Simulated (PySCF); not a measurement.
```xyz
3
charge 0 multiplicity 1, angstrom
O    -0.1261    0.4171    0.0000
O     0.0631   -0.2086    1.0926
O     0.0631   -0.2086   -1.0926
```

Computed with PBE/[O def2-TZVP], no relativity, density fitting, PySCF.

This geometry of O₃ is a stationary point at this level.

Task: What is the point group?

Result: C2v.

Task: Is it a minimum?

Result: Yes: all harmonic wavenumbers are real.

Task: List the harmonic modes with their infrared intensities.

Result: 
```
symmetry  ω (cm⁻¹)  IR (km/mol)     type
      a1       714          6.3     bend
      b2      1069          196  stretch
      a1      1190          0.2    mixed
```

In C2v the vibrations span 2a1 + b2. Here b1 is antisymmetric to the molecular plane and b2 lies in it.

This need not be the most stable arrangement of these atoms.
